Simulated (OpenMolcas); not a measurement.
# One shape, several levels: AlH3O (SMILES [OH][AlH2])

We compute a comparison of 6 runs (HF/STO-3G, M06-2X/STO-3G, PBE/STO-3G, PBE0/STO-3G, MP2/STO-3G, CCSD(T)/STO-3G) of AlH3O. 

Program for the calculation: OpenMolcas 26.06.

2 further runs of the same task are left out: 2 set aside as unsound or not needed.

## 1. Starting point

AlH3O: 5 atoms, total charge 0, spin state singlet. SMILES: `[OH][AlH2]`. The O1–H3 distance was set to 1.422 Å, away from the relaxed value. At this shape a bond of the SMILES string is far longer than usual.

Bond lengths: O1–Al2 1.635 Å, Al2–H4 1.531 Å, Al2–H5 1.531 Å. Angles: O1–Al2–H4 120.1°, O1–Al2–H5 119.9°, H4–Al2–H5 120.0°. A long bond or contact: O1–H3 1.422 Å.

## 2. A single-point energy at HF/STO-3G (run 1)

mol.xyz

```xyz
5

O      0.264736    -0.477817     0.301251
Al    -0.431374     0.773723    -0.488519
H      0.871080    -1.565960     0.987920
H     -1.348274     0.510753    -1.686209
H     -0.164614     2.210153    -0.029999
```

mol.input

```
&GATEWAY
 BasLib = $CurrDir
 Coord = mol.xyz
 Basis = STO-3G
 Group = NoSym

&SEWARD

&SCF
 Thresholds = 1e-10 1e-07 1e-07 1e-05
 PrOrbitals = 1 1
```

The basis set STO-3G is read from a file made from the Basis Set Exchange's data (not shown).

Launch:

```bash
$ export MOLCAS_MEM=1860
$ pymolcas mol.input > mol.log
```

Log:

```text
--- Start Module: gateway ---
[...]
--- Stop Module: gateway /rc=_RC_ALL_IS_WELL_ ---
--- Start Module: seward ---
[...]
      Basis functions           17
--- Stop Module: seward /rc=_RC_ALL_IS_WELL_ ---
--- Start Module: scf ---
[...]
       Convergence after  11 Iterations
[...]
::    Total SCF energy                               -314.4538948352
[...]
      Total spin, S                                     0.0000000000
[...]
      Total electronic charge=   24.000000
      Total            charge=   -0.000000
[...]
      Dipole Moment (debye):
      Origin of the operator (angstrom)=   -0.1750    0.3130   -0.1978
                   X=  2.1021E-01               Y= -3.8689E-01               Z=  2.4028E-01           Total=  5.0160E-01
      Quadrupole Moment (debye*angstrom):
[...]
--- Stop Module: scf /rc=_RC_ALL_IS_WELL_ ---
[...]
```

It took 1.6 s on 1 thread of Arm Neoverse V1, shared host; peak memory 0.37 GiB.

## 3. A single-point energy at M06-2X/STO-3G (run 2)

mol.xyz is that of step 2.

mol.inp

```
* AlH3O Kohn-Sham DFT
&GATEWAY
BASLIB=$CurrDir
COORD=mol.xyz
BASIS=STO-3G
GROUP=NoSym
&SEWARD
GRIDINPUT
Grid=UltraFine
End of Grid
&SCF
KSDFT=M062X
THRESHOLDS=1e-10 1e-07 1e-07 1e-05
PRORBITALS=1 1
```

The basis set STO-3G is read from a file made from the Basis Set Exchange's data (not shown).

Launch:

```bash
$ export MOLCAS_MEM=1860
$ pymolcas mol.inp > mol.log
```

Log:

```text
--- Start Module: gateway ---
[...]
--- Stop Module: gateway /rc=_RC_ALL_IS_WELL_ ---
--- Start Module: seward ---
[...]
      Basis functions           17
--- Stop Module: seward /rc=_RC_ALL_IS_WELL_ ---
--- Start Module: scf ---
[...]
       Convergence after  11 Iterations
[...]
::    Total KS-DFT energy                            -315.3539327091
[...]
      Total spin, S                                     0.0000000000
[...]
      Total electronic charge=   24.000000
      Total            charge=   -0.000000
[...]
      Dipole Moment (debye):
      Origin of the operator (angstrom)=   -0.1750    0.3130   -0.1978
                   X=  4.9329E-01               Y= -8.9477E-01               Z=  5.6100E-01           Total=  1.1656E+00
      Quadrupole Moment (debye*angstrom):
[...]
--- Stop Module: scf /rc=_RC_ALL_IS_WELL_ ---
[...]
```

Wall time 5.1 s (1 thread of Arm Neoverse V1, shared host); peak memory 0.37 GiB.

Runs 3 to 5 aren't shown in full; the table further down has their settings and results.

## 4. The energy at CCSD(T)/STO-3G (run 6)

mol.xyz is that of step 3.

mol.input

```
>>> EXPORT MOLCAS_PRINT=2

&gateway
 baslib = $CurrDir
 coord = mol.xyz
 basis = STO-3G
 group = NoSym

&seward

&scf
 thresholds = 1e-10 1e-07 1e-07 1e-05
 prorbitals = 1 1

&rasscf
 fileorb = $Project.ScfOrb
 spin = 1
 nactel = 0 0 0
 inactive = 12
 ras2 = 0
 outorbitals = Canonical
 orblisting = Nothing

&motra
 jobiph
 frozen = 6

&ccsdt
 cct
 triples = 2
 iterations = 80
 accuracy = 1e-08
 extrapolation = 5 4
```

The basis set STO-3G is read from a file made from the Basis Set Exchange's data (not shown).

Launch:

```bash
$ export MOLCAS_MEM=1860
$ pymolcas mol.input > mol.log
```

Log:

```text
--- Start Module: gateway ---
[...]
--- Stop Module: gateway /rc=_RC_ALL_IS_WELL_ ---
[...]
      Basis functions           17
[...]
       Convergence after  11 Iterations
[...]
::    Total SCF energy                               -314.4538948352
[...]
      Total spin, S                                     0.0000000000
[...]
      Number of active orbitals                  0
[...]
      Spin quantum number                      0.0
[...]
      Active orbitals                            0
[...]
      Number of CSFs                             1
[...]
      Number of root(s) required                 1
[...]
      Convergence after  4 iterations
[...]
      Natural orbitals and occupation numbers for root  1
      ************************************************************************************************************************
      *                                                    Final results                                                     *
      ************************************************************************************************************************
[...]
::    RASSCF root number  1 Total energy:   -314.45389484
[...]
      Total electronic charge=   24.000000
      Total            charge=   -0.000000
[...]
      Dipole Moment (debye):
      Origin of the operator (angstrom)=   -0.1750    0.3130   -0.1978
                   X=  2.1021E-01               Y= -3.8689E-01               Z=  2.4028E-01           Total=  5.0160E-01
      Quadrupole Moment (debye*angstrom):
[...]
--- Start Module: motra ---
[...]
--- Stop Module: motra /rc=_RC_ALL_IS_WELL_ ---
--- Start Module: ccsdt ---
[...]
      Convergence after                    15  Iterations
      Total energy (diff) :    -314.57233972      -0.00000001
[...]
 METHOD                       : CCSD+T(CCSD)+<T3(1)WT1> = CCSD(T)
[...]
       CCSD     =      -314.5723397246323
[...]
```

Wall time 2.2 s (1 thread of Arm Neoverse V1, shared host); peak memory 0.37 GiB.

## 5. All runs side by side

| run | level | integration grid | frozen core orbitals | energy (Eh) | dipole moment (D) of the reference | HOMO energy (eV) | LUMO energy (eV) | wall time |
| --- | --- | --- | --- | --- | --- | --- | --- | --- |
| 1 | HF/STO-3G | – | – | -314.453895 | 0.50 | -7.53 | 7.52 | 1.6 s |
| 2 | M06-2X/STO-3G | UltraFine | – | -315.353933 | 1.17 | -4.75 | 3.67 | 5.1 s |
| 3 | PBE/STO-3G | UltraFine | – | -315.127554 | 1.37 | -1.17 | 0.82 | 4.8 s |
| 4 | PBE0/STO-3G | UltraFine | – | -315.164905 | 1.19 | -2.97 | 2.30 | 4.5 s |
| 5 | MP2/STO-3G | – | 6 | -314.538908 | 0.50 | -7.53 | 7.52 | 1.7 s |
| 6 | CCSD(T)/STO-3G | – | 6 | -314.575946 | 0.50 | -7.53 | 7.52 | 2.2 s |

## 6. What came out

```
                                          quantity          value
                               run 6: total energy  -314.57595 Eh
         run 6: dipole moment (mean-field density)         0.50 D
        run 6: HOMO energy (Hartree–Fock orbitals)       -7.53 eV
        run 6: LUMO energy (Hartree–Fock orbitals)        7.52 eV
      run 6: HOMO–LUMO gap (Hartree–Fock orbitals)       15.06 eV
run 6: correlation energy (6 core orbitals frozen)     -122.1 mEh
                             run 6: (T) correction      -3.61 mEh
```

**Reading.** Below the HF energy at the same shape and in the same basis (STO-3G): MP2 -85.0 mEh; CCSD(T) -122.1 mEh. Over runs 1, 2, 3, 4 the dipole moment (its size) runs from 0.50 D (HF/STO-3G) to 1.37 D (PBE/STO-3G). Over runs 1, 2, 3, 4 the HOMO–LUMO gap runs from 1.99 eV (PBE/STO-3G) to 15.06 eV (HF/STO-3G). Exact exchange widens orbital gaps. Totals of different functionals can't be ranked against each other. In runs 1, 2, 3, 4, 5, 6 the basis is minimal, so the values are rough. All runs together took 20 s, the longest 5.1 s.
